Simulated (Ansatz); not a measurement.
## A geometry optimisation of Al2H6Si with BLYP-D3(BJ)/def2-SVP

The starting geometry of this gas-phase singlet was optimised with GFN2-xTB.

```yaml
atoms:
  - { symbol: Al, position_ang: [0.0125, -0.6233, -1.2049] }
  - { symbol: Al, position_ang: [-2.2342, 1.0863, -2.0305] }
  - { symbol: Si, position_ang: [-0.5970, 1.5535, -0.2571] }
  - { symbol: H, position_ang: [1.3767, -1.2897, -1.5732] }
  - { symbol: H, position_ang: [-1.1393, -1.6666, -1.0264] }
  - { symbol: H, position_ang: [0.2894, 2.7666, -0.3774] }
  - { symbol: H, position_ang: [-3.1643, -0.1495, -1.8257] }
  - { symbol: H, position_ang: [-2.7785, 2.0178, -3.1627] }
  - { symbol: H, position_ang: [-0.4920, 0.5459, -2.5540] }
```

**Question.** Predict what it relaxes into with BLYP-D3(BJ)/def2-SVP.

**Answer.** It rearranges to `[AlH2][SiH2][AlH2]`. Distances that change by over a tenth: Al1–Al2 (2.94 → 4.10 Å). Contacts that open: Al1–H9 (1.86 → 3.28 Å), Al2–H9 (1.90 → 3.28 Å). Contacts that close: Si3–H9 (2.51 → 1.51 Å).

The energy falls by 1.62 eV over 32 steps:

```csv
step,E − E(last) (eV)
1,1.616
4,0.580
8,0.316
11,0.177
15,0.039
18,0.020
22,0.006
25,0.002
29,0.000
32,0.000
```

Final geometry (Å):

```csv
atom,x (Å),y (Å),z (Å)
Al,0.3063,-0.9479,-0.6877
Al,-2.7832,1.4732,-1.8777
Si,-0.4033,0.9104,-2.1331
H,0.8211,-0.6644,0.7986
H,0.1799,-2.4583,-1.1950
H,0.4279,2.1287,-1.8119
H,-3.8879,0.7300,-2.7621
H,-3.2505,2.5269,-0.7705
H,-0.1372,0.5421,-3.5726
```

No frequencies were run, so the end isn't proven a minimum. Run with Ansatz 0.2.0, 98 s on 1 thread of Intel(R) Xeon(R) Processor @ 2.50GHz (Skylake/Cascade Lake), with other jobs on the host.
